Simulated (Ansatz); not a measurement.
in.yaml

```yaml
crystal:
  periodic: [false, false, false]
  atoms:
    - {symbol: N, position_ang: [0.000000, 0.000000, 0.000000]}
    - {symbol: C, position_ang: [0.000000, 0.000000, 2.190000]}
basis:
  gaussian: {orbitals: 6-31G}
magnetization: {spin_polarized: false, initial_magnetization: 3}
correlation: {method: fic_mrcisd_q, electrons: all, active_space: {window: {electrons: 9, orbitals: 6}}}
```

```sh
$ ansatz run in.yaml --threads 1 --pin off --events-out ev --progress --plain --max-ram 2393MiB
```

Output:

```
259 factors; integrals over basis functions are off by at most 1.3e-4 eV
mean field evaluation 1: about -2501.0403 eV, gradient 1.3e1 eV
mean field evaluation 2: about -2501.0409 eV, gradient 1.3e1 eV
mean field evaluation 4: about -2502.3994 eV, gradient 3.8e0 eV
mean field evaluation 8: about -2502.4995 eV, gradient 1.4e-1 eV
mean field evaluation 16: about -2501.3065 eV, gradient 2.6e0 eV
mean field evaluation 32: about -2502.4999 eV, gradient 3.4e-4 eV
mean field evaluation 64: about -2499.1460 eV, gradient 8.6e0 eV
mean field evaluation 96: about -2502.4071 eV, gradient 1.7e-1 eV
mean field -2502.49993731 eV, -91.9651764407 hartree, gradient 4.3e-6 eV, S^2 3.750000; 6 other end points of the search recorded, 0 dependent functions left out
reference -2502.49993731 eV, -91.9651764407 hartree; 8, 5 occupied and 10, 13 virtual orbitals, 259 factors
state -2502.50348291 eV, -91.9653067391 hartree
contracted CI cycle   1: correlation 0.00000000 eV, 0.0000000000 hartree, residual 1.45e1 eV
contracted CI cycle   2: correlation -3.68690316 eV, -0.1354911921 hartree, residual 4.15e0 eV
...
contracted CI cycle  16: correlation -3.51553122 eV, -0.1291933893 hartree, residual 4.03e-3 eV
contracted CI cycle  17: correlation -3.51553163 eV, -0.1291934046 hartree, residual 2.91e-3 eV
contracted CI cycle  18: correlation -3.51553186 eV, -0.1291934131 hartree, residual 2.16e-3 eV
contracted CI cycle  19: correlation -3.51553196 eV, -0.1291934167 hartree, residual 1.16e-3 eV
contracted CI cycle  20: correlation -3.51553199 eV, -0.1291934176 hartree, residual 5.72e-4 eV
contracted CI cycle  21: correlation -3.51553199 eV, -0.1291934178 hartree, residual 2.10e-4 eV
contracted CI cycle  22: correlation -3.51553199 eV, -0.1291934178 hartree, residual 6.96e-5 eV
contracted CI cycle  23: correlation -3.51553199 eV, -0.1291934178 hartree, residual 4.51e-5 eV
contracted CI cycle  24: correlation -3.51553199 eV, -0.1291934178 hartree, residual 4.35e-5 eV
contracted CI cycle  25: correlation -3.51553199 eV, -0.1291934178 hartree, residual 2.28e-5 eV
state -2501.56092806 eV, -91.9306684873 hartree; corrected -2507.41743830 eV, -92.1458912691 hartree
state -2502.50348291 eV, -91.9653067391 hartree; corrected -2507.56845156 eV, -92.1514409038 hartree
Total energy: -2507.56845156 eV, -92.1514409038 hartree
```

The active space holds one configuration alone, so it describes no static correlation.

Natural occupations: 2.0000 1.9998 1.9998 1.0002 1.0002 1.0000.

Ran on 1 thread of Arm Neoverse V1, shared host: 1.3 s wall, 0.16 GiB peak host memory.
